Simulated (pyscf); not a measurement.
Optimised with ωB97X-D3(BJ)/def2-SVP in PySCF.

**Question.** PBE/def2-TZVP puts the barrier of H₃Si–SiH₂–SiH₂–SiH₃ -> H₃Si–SiH=SiH–SiH₃ + hydrogen (H₂) (elimination; singlet surface; H–Si, H–Si broken, H–H formed) at 267.9 kJ/mol and the reaction energy at +177.3 kJ/mol, from the reactant's lowest minimum found. What do r²SCAN/def2-TZVP, M06-2X/def2-TZVP, ωB97M-D3(BJ)/def2-TZVP give on the same structures?

**Answer.** r²SCAN: ΔE‡ = 289.6 kJ/mol, ΔE = +189.3 kJ/mol; M06-2X: ΔE‡ = 308.1 kJ/mol, ΔE = +194.1 kJ/mol; ωB97M-D3(BJ): ΔE‡ = 308.0 kJ/mol, ΔE = +202.9 kJ/mol. PBE's barrier lies under all of them, by 21.7 to 40.2 kJ/mol. Its reaction energy lies under all of them, by 12.1 to 25.6 kJ/mol. Low barriers are usual for a GGA, whose delocalisation error favours stretched bonds. At the saddle there is also a short H–Si contact that neither side keeps. H₃Si–SiH=SiH–SiH₃ lies 124.4 kJ/mol over its isomer cyclic H₈Si₄ (SMILES [SiH2]1[SiH2][SiH2][SiH2]1), and others may lie lower still (electronic energy, ωB97M-D3(BJ)). One saddle was located; it need not be the lowest between these sides.
